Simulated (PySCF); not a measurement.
**CS: frontier orbitals**

PBE0 at R = 1.532 Å; basis C def2-TZVP, S def2-TZVP; no relativity; PySCF 2.14. State: ¹Σ⁺ (singlet), closed shell. Only the outer orbitals are listed, counted within each symmetry.

```tsv
orbital	occ.	ε (eV)	on C (%)	main shells (%)
5σ	2	-23.42	34	59 S s, 25 C s, 8 C p
6σ	2	-14.72	30	37 S p, 32 S s, 29 C s
2π	2	-10.10	30	69 S p, 28 C p
2π	2	-10.10	30	69 S p, 28 C p
7σ	2	-8.88	82	41 C p, 41 C s, 19 S p
3π	0	-2.32	62	62 C p, 30 S p, 8 S d
3π	0	-2.32	62	62 C p, 30 S p, 8 S d
8σ	0	2.41	2	80 S p, 14 C p, 11 S d
```

Task: Which are the highest filled and the lowest empty level, where do they sit, and how wide is the gap?

Result: Highest filled 7σ at -8.88 eV (in %: 41 C p, 41 C s, 19 S p); lowest empty 3π at -2.32 eV (in %: 62 C p, 30 S p, 8 S d); the gap at PBE0 is 6.56 eV.

```
bond order (Mayer)                             : 2.58
⟨S²⟩                                           : 0.000
charge on C (Mulliken, basis-dependent)        : -0.09
charge on C (Löwdin, basis-dependent)          : -0.55
dipole moment (positive dipole means C(−)S(+)) : 1.92 D
polarisability along the bond                  : 36.3 bohr³
polarisability across the bond                 : 19.1 bohr³
```
